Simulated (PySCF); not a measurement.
From results back to the method.

Species: H6OSi2.
Atom-mapped SMILES: `[SiH3:1][O:2][SiH3:3]` (hydrogens: H4, H5, H6 on Si1; H7, H8, H9 on Si3)

The closed-shell ground state was solved 3 times with PySCF (density fitting, gas phase), always in the pcSseg-2 basis (206 functions), with these functionals: BHandHLYP, LC-wPBE and PBE0. Geometry: PBE0-D3(BJ)/def2-SVP; no solvent, vibrations or thermal averaging.

| row | total energy (Eh) | HOMO (eV) | LUMO (eV) | dipole (D) |
| --- | --- | --- | --- | --- |
| P | -657.7303 | -11.46 | 1.74 | 0.44 |
| Q | -657.6149 | -8.70 | -0.36 | 0.41 |
| R | -657.9188 | -10.07 | 0.46 | 0.44 |

**Question.** Which functional belongs to which row?

**Answer.** P = LC-wPBE, Q = PBE0, R = BHandHLYP. By rising HOMO–LUMO gap: PBE0 (global hybrid, 25 % exact exchange) 8.34 eV; BHandHLYP (global hybrid, 50 % exact exchange) 10.53 eV; LC-wPBE (range-separated hybrid) 13.20 eV. Total energies of different functionals aren't bounds to one another; each is stationary for its own functional.
